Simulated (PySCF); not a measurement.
**Working with the constants of BO**

ROHF-CCSD(T) constants of BO, ²Σ⁺ (doublet), unpaired electrons σ ↑ (PySCF, no relativity, basis sets B cc-pVDZ, O cc-pVDZ; masses 11.0093 and 15.9949 u):

| Quantity | Value |
| --- | --- |
| ωe | 1838.3 cm⁻¹ |
| ωexe | 11.6 cm⁻¹ |
| Be | 1.7356 cm⁻¹ |
| αe | 0.0164 cm⁻¹ |
| D (centrifugal) | 6.19e-06 cm⁻¹ |
| De to B + O | 7.67 eV |

Problem. Give the vibrational terms G(v) and spacings up to v = 6.

Solution. G(v) = ωe(v+½) − ωexe(v+½)².

| v | G(v) (cm⁻¹) | G(v) − G(v−1) | Bv (cm⁻¹) |
| --- | --- | --- | --- |
| 0 | 916.2 |  | 1.727 |
| 1 | 2731.3 | 1815.1 | 1.711 |
| 2 | 4523.2 | 1791.9 | 1.695 |
| 3 | 6291.9 | 1768.7 | 1.678 |
| 4 | 8037.5 | 1745.5 | 1.662 |
| 5 | 9759.8 | 1722.3 | 1.645 |
| 6 | 11458.8 | 1699.1 | 1.629 |

Problem. How well does the Morse estimate ωe²/(4ωexe) reproduce De, and what is D0?

Solution. It gives 9.03 eV, 118 % of the computed De. D0 = De − G(0) = 7.67 − 0.11 = 7.56 eV.

Correlated steps freeze 2 core orbitals. Correlated levels converge slowly with the basis: in double zeta they bind strong bonds too weakly, by up to about 1 eV, and carry superposition errors of some tenths. The state was picked by a PBE0 search and need not be the measured ground state.
